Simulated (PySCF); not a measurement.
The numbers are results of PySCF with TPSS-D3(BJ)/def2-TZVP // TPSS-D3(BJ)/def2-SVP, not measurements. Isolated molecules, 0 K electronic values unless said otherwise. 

Reference species (SMILES): `[OH]` (neutral, multiplicity 2).

| Quantity | Result |
|---|---|
| highest occupied spin orbital | -7.32 eV |
| dipole moment | 1.73 D |

Changed species: `[SH]` (free radical SH; the reference has free radical OH).

### Question
What does the change do to the highest occupied spin orbital and dipole moment?

### Answer
the highest occupied spin orbital rises by 1.07 eV, to -6.25 eV; the dipole moment falls by 0.86 D, to 0.87 D.
